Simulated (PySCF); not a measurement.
# H2SeBr−, a complex of two parts: interaction energy

Wanted: the interaction energy for `[SeH2]` with `[Br-]`.

Programs: PySCF 2.14.0. All values are calculated, for the isolated system unless a continuum is named. Atoms count from 0, parts from 1.

## (1) The system as given

4 atoms, charge -1, multiplicity 1; geometry: GFN2-xTB. Parts: 1 = atoms 0–2, `[SeH2]`, charge 0; 2 = atom 3, `[Br-]`, charge -1. In the given geometry H1 has moved to Br3 of another part (1.39 Å), so values for the parts refer to these atom groups.

## (2) Relaxing the molecule at PBE0-D3(BJ)/def2-SVPD

What the job is given:

```
{"job": {"xc": "PBE0", "basis": "def2-SVPD", "d3": "d3bj", "grid": 2, "kind": "geom", "shake": 0.01}, "charge": -1, "multiplicity": 1, "parts": [{"atoms": "0-2", "charge": 0, "multiplicity": 1}, {"atoms": "3-3", "charge": -1, "multiplicity": 1}]}
Se     0.293310     0.637118     0.123336
H     -1.462610    -0.862134    -0.315599
H      1.370827    -0.149413     0.048013
Br    -2.421421    -1.825750    -0.584982
```

The run is started by

```bash
$ OMP_NUM_THREADS=1 python cluster_run.py task.json out
```

This one command runs all jobs of the session in turn.

The log of the run:

```text
step   0  E = -4975.79166152  max force = 0.069814
step   1  E = -4975.81236792  max force = 0.017223
step   2  E = -4975.81598855  max force = 0.020741
step   3  E = -4975.81937163  max force = 0.016415
step   4  E = -4975.82428499  max force = 0.007249
step   5  E = -4975.82301394  max force = 0.022738
step   6  E = -4975.82572566  max force = 0.004892
step   7  E = -4975.82599423  max force = 0.001907
step   8  E = -4975.82616966  max force = 0.001739
step   9  E = -4975.82622741  max force = 0.001098
step  10  E = -4975.82624476  max force = 0.000167
step  11  E = -4975.82624588  max force = 0.000035
optimisation converged
```

Run time: 35 s. Hardware: 1 thread of Arm Neoverse V2, shared host; peak memory 0.42 GiB.

Relaxation path: (the energy doesn't fall at every step)

```
step  energy from step 0 (eV)  largest force component (eV/Å)
   0                   0.0000                          3.5900
   1                  -0.5634                          0.8856
   2                  -0.6620                          1.0665
   3                  -0.7540                          0.8441
   4                  -0.8877                          0.3728
   5                  -0.8531                          1.1692
   6                  -0.9269                          0.2516
   7                  -0.9342                          0.0981
   8                  -0.9390                          0.0894
   9                  -0.9406                          0.0565
  10                  -0.9411                          0.0086
  11                  -0.9411                          0.0018
```

Close pairs (by a distance rule), those that changed most:

```
  bond  before (Å)  after (Å)  change (Å)
Se0–H1       2.350      1.569      -0.781
H1–Br3       1.386      2.064      +0.678
Se0–H2       1.336      1.470      +0.134
```

The end geometry stands in the next job.

```
                         at the end point                value
rotational constants (GHz, main isotopes)  235.5, 0.958, 0.954
```

Contacts at the end point (a selection, picked against the atoms' radii; other short pairs can be missing):

```
   atoms  distance (Å)  kind (by distance and angle)  angle (°)
H1···Br3          2.06                 hydrogen bond        180
```

Against the parts relaxed at this level the binding energy is -13.63 kcal/mol, without counterpoise.

## (3) Coupled-cluster interaction energy: CCSD(T) and MP2

What the job is given:

```
{"job": {"kind": "intercc", "basis": "aug-cc-pVDZ", "basis_large": "aug-cc-pVTZ"}, "charge": -1, "multiplicity": 1, "parts": [{"atoms": "0-2", "charge": 0, "multiplicity": 1}, {"atoms": "3-3", "charge": -1, "multiplicity": 1}]}
Se     0.041484     0.613019     0.098897
H     -1.014061    -0.506614    -0.209033
H      1.161233    -0.333434    -0.005672
Br    -2.408572    -1.973175    -0.613462
```

Level: CCSD(T)/aug-cc-pVDZ and MP2/aug-cc-pVTZ counterpoise interaction energy, frozen core, gas phase.

The log of the run:

```text
part 1, own basis, geometry of the cluster
final grid: 23824 points
cycle   1  E = -2401.0259231506  dE = -1.093e+00  |g| = 1.962e-01  |ddm| = 2.894e+00
cycle   2  E = -2401.0423185475  dE = -1.640e-02  |g| = 6.340e-02  |ddm| = 3.952e-01
cycle   3  E = -2401.0438759677  dE = -1.557e-03  |g| = 1.858e-02  |ddm| = 1.135e-01
cycle   4  E = -2401.0441354792  dE = -2.595e-04  |g| = 5.924e-03  |ddm| = 4.345e-02
cycle   5  E = -2401.0441550699  dE = -1.959e-05  |g| = 1.866e-03  |ddm| = 1.184e-02
cycle   6  E = -2401.0441575153  dE = -2.445e-06  |g| = 3.276e-04  |ddm| = 4.824e-03
cycle   7  E = -2401.0441576192  dE = -1.039e-07  |g| = 4.533e-05  |ddm| = 1.199e-03
cycle   8  E = -2401.0441576211  dE = -1.811e-09  |g| = 1.238e-05  |ddm| = 1.342e-04
cycle   9  E = -2401.0441576212  dE = -1.342e-10  |g| = 3.167e-06  |ddm| = 4.193e-05
converged SCF energy = -2401.0441576212

part 2, own basis, geometry of the cluster
final grid: 13080 points
cycle   1  E = -2572.5014404091  dE = -1.294e+00  |g| = 2.624e-01  |ddm| = 9.916e-01
cycle   2  E = -2572.5308395401  dE = -2.940e-02  |g| = 1.508e-01  |ddm| = 8.781e-01
cycle   3  E = -2572.5339723724  dE = -3.133e-03  |g| = 1.626e-02  |ddm| = 1.182e-01
cycle   4  E = -2572.5340365188  dE = -6.415e-05  |g| = 3.318e-03  |ddm| = 3.830e-02
cycle   5  E = -2572.5340449675  dE = -8.449e-06  |g| = 7.148e-04  |ddm| = 1.705e-02
cycle   6  E = -2572.5340453752  dE = -4.077e-07  |g| = 4.643e-05  |ddm| = 5.308e-03
cycle   7  E = -2572.5340453779  dE = -2.661e-09  |g| = 5.083e-06  |ddm| = 4.060e-04
cycle   8  E = -2572.5340453779  dE = -1.592e-11  |g| = 3.096e-07  |ddm| = 1.178e-05
converged SCF energy = -2572.5340453779

part 1, own basis, relaxed alone
final grid: 23824 points
cycle   1  E = -2401.0313749497  dE = -1.036e+00  |g| = 1.954e-01  |ddm| = 2.953e+00
cycle   2  E = -2401.0472008802  dE = -1.583e-02  |g| = 6.246e-02  |ddm| = 4.033e-01
cycle   3  E = -2401.0486737318  dE = -1.473e-03  |g| = 1.785e-02  |ddm| = 1.108e-01
cycle   4  E = -2401.0489199227  dE = -2.462e-04  |g| = 5.091e-03  |ddm| = 4.346e-02
cycle   5  E = -2401.0489365683  dE = -1.665e-05  |g| = 1.743e-03  |ddm| = 1.149e-02
cycle   6  E = -2401.0489382447  dE = -1.676e-06  |g| = 3.042e-04  |ddm| = 4.082e-03
cycle   7  E = -2401.0489383316  dE = -8.698e-08  |g| = 4.188e-05  |ddm| = 1.111e-03
cycle   8  E = -2401.0489383334  dE = -1.737e-09  |g| = 9.465e-06  |ddm| = 1.422e-04
cycle   9  E = -2401.0489383335  dE = -8.731e-11  |g| = 1.765e-06  |ddm| = 3.698e-05
converged SCF energy = -2401.0489383335

part 2, own basis, relaxed alone: E = -2572.5340453779 (as before)

cluster
final grid: 6136 points
cycle   1  E = -4973.5825298051  dE = -3.000e-02  |g| = 7.327e-02  |ddm| = 7.347e-01
cycle   2  E = -4973.5865045253  dE = -3.975e-03  |g| = 2.946e-02  |ddm| = 2.137e-01
cycle   3  E = -4973.5873260537  dE = -8.215e-04  |g| = 1.422e-02  |ddm| = 9.849e-02
cycle   4  E = -4973.5875061241  dE = -1.801e-04  |g| = 3.584e-03  |ddm| = 5.190e-02
cycle   5  E = -4973.5875207266  dE = -1.460e-05  |g| = 1.012e-03  |ddm| = 1.374e-02
cycle   6  E = -4973.5875217206  dE = -9.940e-07  |g| = 1.988e-04  |ddm| = 4.573e-03
cycle   7  E = -4973.5875217514  dE = -3.083e-08  |g| = 6.292e-05  |ddm| = 1.268e-03
cycle   8  E = -4973.5875217535  dE = -2.048e-09  |g| = 1.404e-05  |ddm| = 2.203e-04
cycle   9  E = -4973.5875217537  dE = -2.346e-10  |g| = 3.474e-06  |ddm| = 7.184e-05
converged SCF energy = -4973.5875217537

part 1 in the basis of the cluster
final grid: 6136 points
cycle   1  E = -2401.0441749269  dE = -1.574e-05  |g| = 6.344e-04  |ddm| = 1.521e-01
cycle   2  E = -2401.0441750415  dE = -1.146e-07  |g| = 1.072e-04  |ddm| = 1.257e-02
cycle   3  E = -2401.0441750440  dE = -2.474e-09  |g| = 4.031e-05  |ddm| = 1.406e-03
cycle   4  E = -2401.0441750442  dE = -1.896e-10  |g| = 3.176e-06  |ddm| = 1.651e-04
converged SCF energy = -2401.0441750442

part 2 in the basis of the cluster
final grid: 6136 points
cycle   1  E = -2572.5338997316  dE = -2.344e-05  |g| = 9.907e-04  |ddm| = 1.516e-01
cycle   2  E = -2572.5339001556  dE = -4.240e-07  |g| = 1.810e-04  |ddm| = 1.773e-02
cycle   3  E = -2572.5339001969  dE = -4.133e-08  |g| = 6.159e-05  |ddm| = 3.029e-03
cycle   4  E = -2572.5339002005  dE = -3.612e-09  |g| = 2.517e-05  |ddm| = 3.329e-04
cycle   5  E = -2572.5339002009  dE = -4.125e-10  |g| = 5.301e-06  |ddm| = 9.919e-05
converged SCF energy = -2572.5339002009

Interaction energy (kcal/mol)
  counterpoise      -14.058
  uncorrected       -16.708
  dispersion part     0.000
  deformation         3.164
  binding           -10.894

Decomposition of the uncorrected value (kcal/mol)
  electrostatic     -21.622
  Pauli              37.624
  orbital           -21.955
  dispersion          0.000
  correlation       -10.755

Charge of each part in the cluster: -0.114 -0.886
part 1 in the basis of the cluster: E(HF) = -2400.970161873  E2 = -0.157271863  E(CCSD corr) = -0.178363981  (T) = -0.005205100
part 2 in the basis of the cluster: E(HF) = -2572.462729650  E2 = -0.149345025  E(CCSD corr) = -0.158457913  (T) = -0.003952004
cluster: E(HF) = -4973.442380802  E2 = -0.316277017  E(CCSD corr) = -0.342224812  (T) = -0.010456275

Counterpoise interaction energy (kcal/mol)
  hf_small                  -5.955
  mp2_small                -12.016
  ccsd_small                -9.345
  ccsdt_small              -10.160
  hf_large                  -5.928
  mp2_large                -14.058
  scs_mp2_large            -11.672
  mp2_limit                -14.929
  ccsdt_less_mp2             1.856
  ccsdt_limit_estimate     -13.072
  bsse_mp2_large             2.650
```

Wall time 63 s (1 thread of Arm Neoverse V2, shared host); peak memory 0.53 GiB.

Contacts at this geometry (a selection, picked against the atoms' radii; other short pairs can be missing):

```
   atoms  distance (Å)  kind (by distance and angle)  angle (°)
H1···Br3          2.06                 hydrogen bond        180
```

Differences are taken before rounding.

```
                 method  interaction energy (kcal/mol)  from CCSD(T), limit estimate (kcal/mol)
         HF/aug-cc-pVDZ                          -5.95                                    +7.12
        MP2/aug-cc-pVDZ                         -12.02                                    +1.06
       CCSD/aug-cc-pVDZ                          -9.35                                    +3.73
    CCSD(T)/aug-cc-pVDZ                         -10.16                                    +2.91
         HF/aug-cc-pVTZ                          -5.93                                    +7.14
        MP2/aug-cc-pVTZ                         -14.06                                    -0.99
    SCS-MP2/aug-cc-pVTZ                         -11.67                                    +1.40
      MP2, extrapolated                         -14.93                                    -1.86
CCSD(T), limit estimate                         -13.07                                        0
```

These energies keep the parts at their geometry in the cluster; deforming them to it costs 3.16 kcal/mol (MP2).

## (4) Summary of results

```
                                  quantity                   value
      rotational constants (main isotopes)  235.53, 0.96, 0.95 GHz
interaction energy, CCSD(T) limit estimate         -13.07 kcal/mol
                           MP2/aug-cc-pVTZ         -14.06 kcal/mol
                             T1 diagnostic                  0.0077
```

**Reading.** Relaxing lowered the energy by 0.941 eV in 11 steps; the close pair that moved most is Se0–H1, from 2.350 to 1.569 Å. No frequency check was run at this level, so the end point may be a saddle. The interaction energy leaves out the deformation of the parts, 3.16 kcal/mol (MP2); added to the CCSD(T) estimate it gives a binding of about -9.91 kcal/mol. The estimate adds CCSD(T) less MP2 in the small basis (+1.86 kcal/mol) to extrapolated MP2. Hartree-Fock gives -5.93 against -13.07 kcal/mol, so correlation carries most of the binding.
